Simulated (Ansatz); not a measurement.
Basis-set extrapolation for C2H3ClFN, SMILES `C/N=C(\F)Cl` (PBE0-D4/def2-TZVP geometry, frozen core, Ansatz 0.2.0). Multiplicity 1, RHF reference.

|  | def2-TZVPP | def2-QZVPP |
| --- | --- | --- |
| HF | -690.950080 | -690.973031 |
| MP2 correlation | -0.963967 | -1.042535 |
| CCSD(T) correlation | -1.035319 | -1.110236 |

Energies in hartree. Use E(X) = E(∞) + A·exp(−7.88·√X) for Hartree–Fock and E(X) = E(∞) + B·X^(−2.97) for correlation, with X = 3 and 4.

Problem. What is the CCSD(T) energy at the basis-set limit?

Solution. HF limit: -690.973031 + (-0.022951) × 0.13774 = -690.97619. Correlation limit: -1.110236 + (-0.074917) × 0.74074 = -1.16573. Total: -692.14192 hartree, 98.2 kcal/mol below CCSD(T)/def2-TZVPP.
